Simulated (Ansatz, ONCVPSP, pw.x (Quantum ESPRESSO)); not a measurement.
**calcium (Ca) (fcc): variants of one ONCV potential in the solid**

| Property | Result |
| --- | --- |
| Element | calcium |
| Generator | ONCVPSP 4.0.1 |
| Type | optimised norm-conserving Vanderbilt (ONCV) |
| Functional | PBE |
| Relativity | scalar-relativistic |
| Frozen core | [Ne] |
| Valence charge | 10 |
| Reference configuration | 3s2 3p6 3d0.5 4s1.5 |
| Partial waves | 3s+4s: rc 2.20 bohr, ncon 5, nbas 10, qcut 5.1 1/bohr, 2 projectors; 3p: rc 2.00 bohr, ncon 5, nbas 9, qcut 6.8 1/bohr, 2 projectors, debl 2.5 Ha; 3d: rc 2.00 bohr, ncon 4, nbas 8, qcut 7.8 1/bohr, 2 projectors, debl 2.1 Ha |
| Local potential | polynomial inside 1.85 bohr (lpopt 5, dvloc0 4 Ha) |
| Core correction | none |

Crystal test: fcc Ca in pw.x 7.5, no spin, 10³ k-points, Fermi–Dirac smearing 0.01 Ry, cutoffs set for each file from its atomic test. The reference is all-electron LAPW (Ansatz 0.2.0) with the same functional, mesh and smearing; V0 and B0 come from Birch–Murnaghan fits to the pressures at five volumes. Errors are pseudo minus all-electron; Δ is the rms difference of the E(V) curves that follow from these fits, minima aligned, over ±6 % about the mean V0. Mesh and smearing are coarse, so the numbers serve the comparison and aren't converged zero-temperature values; the lattice is a test structure that the element need not adopt.

All-electron: a0 = 5.529 Å (V0 = 42.26 Å³/atom), B0 = 17.4 GPa.

Base: Atomic configuration tests: 1 of 4 tests not solved or not reliable.

| change | cutoffs (Ry) | pw.x | a0 (Å) | a0 error (%) | B0 error (%) | Δ (meV/atom) | mean pressure error (GPa) |
| --- | --- | --- | --- | --- | --- | --- | --- |
| base | 60/240 | converged | 5.530 | +0.02 | -0.1 | 0.1 | +0.01 |
| local potential polynomial inside 1.85 bohr (lpopt 5, dvloc0 -2.5 Ha) | 60/240 | converged | 5.529 | -0.00 | -0.0 | 0.0 | -0.00 |
| local potential polynomial inside 1.85 bohr (lpopt 5, dvloc0 0.5 Ha) | 60/240 | converged | 5.530 | +0.01 | -0.1 | 0.0 | +0.00 |
| local potential polynomial inside 1.85 bohr (lpopt 5, dvloc0 3 Ha) | 60/240 | converged | 5.530 | +0.02 | -0.1 | 0.1 | +0.01 |
| local potential polynomial inside 1.85 bohr (lpopt 5, dvloc0 8.5 Ha) | 60/240 | converged | 5.531 | +0.03 | -0.2 | 0.2 | +0.02 |

**Question.** Give the row for: local potential polynomial inside 1.85 bohr (lpopt 5, dvloc0 6 Ha).

**Answer.** pw.x: converged; mean pressure error (GPa): +0.01; a0 (Å): 5.531; a0 error (%): +0.03; B0 error (%): -0.1; Δ (meV/atom): 0.1.
